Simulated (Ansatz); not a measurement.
# Hydrogen abstraction

Start structure (CH4FO, doublet), relaxed at PBE0-D4/def2-TZVP:

| atom | x (Å) | y (Å) | z (Å) |
| --- | --- | --- | --- |
| H1 | -0.3798 | -1.2655 | -0.2407 |
| O2 | 0.1485 | -2.0635 | -0.1401 |
| C3 | -0.2962 | 1.1690 | -0.0019 |
| F4 | 0.9481 | 1.0380 | 0.4532 |
| H5 | 0.9881 | -1.7471 | 0.2015 |
| H6 | -1.0383 | 1.3730 | 0.7593 |
| H7 | -0.3704 | 1.4959 | -1.0313 |

The step: CH₂F ([CH2][F]) + H₂O → CH₃F ([CH3][F]) + OH; bonds formed: H1–C3; bonds broken: H1–O2. Computed with Ansatz 0.2.0 (basis: def2-TZVPP and def2-QZVPP); correlated methods freeze the cores; orbitals are unrestricted. Extrapolation: Hartree–Fock as exp(−7.88 √X), correlation as X^−2.97. Energies below are by CCSD(T) at an estimated basis limit (MP2 extrapolated from triple and quadruple zeta, plus CCSD(T) − MP2 in triple zeta).

Question: What are the electronic barrier and the energy of the step, from the start structure to the end structure? (To be estimated.)

Answer: Computed: Barrier 1.016 eV; step energy 0.645 eV (uphill); reverse barrier, their difference, 0.371 eV. Barrier and step energy count from the start structure, the reverse barrier from the end structure.

The saddle point: One imaginary mode of 417i cm⁻¹.
| pair | start (Å) | saddle (Å) | end (Å) |
| --- | --- | --- | --- |
| H1–C3 | 2.45 | 1.17 | 1.09 |
| H1–O2 | 0.96 | 1.42 | 2.92 |

Zero-point energy (harmonic, PBE0-D4): ZPE is 1.304 eV at the start and 1.274 eV at the saddle, so the barrier goes from 1.016 to 0.986 eV.

The T1 diagnostic stays at or below 0.022. ⟨S²⟩ of the unrestricted Hartree–Fock references: 0.75 to 0.77 (a pure state has 0.75).

Labels in which every atom is bracketed show which atoms are joined, not bond orders.

For scale, one of the runs: CCSD(T)/def2-TZVPP, 149 basis functions, launched by `ansatz run in.yaml --threads 2 --pin off --events-out ev --progress --plain --max-ram 4352MiB`. Hardware: 2 CPU threads of an Intel Xeon 6975P-C, shared host. Wall time 40 s; peak host memory 2.7 GiB.
